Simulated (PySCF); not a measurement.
## Unknown: peak-picked proton spectrum

Formula C$_{3}$H$_{5}$N. The spectrum was simulated from the full spin Hamiltonian at 200 MHz with 1.2 Hz Lorentzian lines, from shifts rounded to 0.01 ppm and J to 0.1 Hz, couplings under 1 Hz left out.

Maxima in ppm (height), grouped by integral:
2H: 2.287 (14), 2.243 (45), 2.199 (49), 2.156 (18)
3H: 1.202 (52), 1.159 (100), 1.116 (44)

PySCF 2.14.0 with density-fitted response routines calculation with spin–spin couplings from B3LYP/pcJ-1, NMR shieldings at PBE/pcSseg-2/GIAO and PBE0-D3(BJ)/def2-SVP structure; non-relativistic, averaged over atoms made equivalent by symmetry, fast rotation or ring inversion, in vacuum, one computed conformer.

Shifts are taken against calculated references (same method and geometry level): TMS for ¹H (σ = 31.18 ppm).

(1) Analyse the multiplets.

(2) What is the compound?

Results:

(1) ¹H NMR (200 MHz, computed): δ 2.22 (q, J = 8.7 Hz, 2H), 1.16 (t, J = 8.7 Hz, 3H). These are first-order names from the parameters used; overlap and second-order distortion can hide them in the list.

(2) ethyl cyanide.

Atom-mapped SMILES (the numbers label the heavy atoms): `[CH3:1][CH2:2][C:3]#[N:4]`; H(Xn) means a hydrogen on atom n.

- δ 2.22: H(C2), hydrogen on an sp3 CH2 α to a nitrile, coupled to H(C1) (8.7 Hz).
- δ 1.16: H(C1), hydrogen on a methyl carbon, coupled to H(C2) (8.7 Hz).

Multiplet labels drop couplings under 1 Hz and merge nearly equal ones. Unscaled 3J(H,H) at this level run about 10 % above measured values.
